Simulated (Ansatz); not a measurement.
**Two-coordinate energy map**

C2H5O (SMILES [CH2]CO), doublet, PBE0-D4/def2-TZVP minimum:

C1  (-0.582, 0.211, -0.789)
C2  (0.264, 0.256, 0.421)
O3  (0.494, -1.019, 0.989)
H4  (-1.388, -0.511, -0.848)
H5  (-0.517, 0.983, -1.544)
H6  (-0.224, 0.838, 1.217)
H7  (1.210, 0.773, 0.204)
H8  (0.835, -1.588, 0.293)
(Å)

Rows set the bond length C1–H4 (Å; 1.084 at the minimum), columns the angle C1–C2–O3 (°; 113.2), set in this order; the parts move rigidly, in a bend the first-named atom's side turns in the plane, and in a torsion the whole end group turns. CCSD(T) energies count from the value at that structure, in kcal/mol. Ansatz 0.2.0; basis: def2-TZVPP; cores frozen in the correlated methods; orbitals are unrestricted.

| C1–H4 \ C1–C2–O3 | 89.2 | 101.2 | 113.2 | 125.2 | 137.2 |
| --- | --- | --- | --- | --- | --- |
| 0.932 | 34.30 | 17.03 | 12.42 | 17.11 | 29.84 |
| 1.010 | 24.74 | 7.21 | ? | 7.00 | 19.61 |
| 1.125 | 23.60 | 5.73 | 0.69 | ? | 17.46 |
| 1.260 | 32.86 | 14.67 | 9.32 | 13.39 | ? |
| 1.409 | ? | 30.26 | 24.58 | 28.32 | 40.08 |

(1) Fill in the withheld cells. (Judge from chemistry; the value comes from the calculation.)

T1 diagnostic: at most 0.017. ⟨S²⟩ of the unrestricted Hartree–Fock references: 0.76 to 0.79 (a pure state has 0.75).

## Answers

(1) By the calculation: (1.010, 113.2): 2.43; (1.125, 125.2): 5.04; (1.260, 137.2): 25.51; (1.409, 89.2): 48.68 kcal/mol. These count from the CCSD(T) energy at the PBE0-D4 minimum.

The same grid for a cheaper method: r2SCAN-D4 − CCSD(T), both counted from the minimum, in kcal/mol:
```csv
C1–H4 \ C1–C2–O3,89.2,101.2,113.2,125.2,137.2
0.932,-0.06,0.08,0.05,-0.03,-0.14
1.010,-0.05,0.08,0.05,-0.04,-0.16
1.125,-0.11,0.01,-0.04,-0.14,-0.29
1.260,-0.19,-0.08,-0.16,-0.30,-0.48
1.409,-0.20,-0.11,-0.23,-0.42,-0.67
```

For scale, one of the runs: CCSD(T)/def2-TZVPP, 163 basis functions (an equivalent command: `ansatz run in.yaml --threads 4`). Time: 25 s of wall clock on 4 CPU threads; the host was shared. Peak host memory: 3.5 GiB.
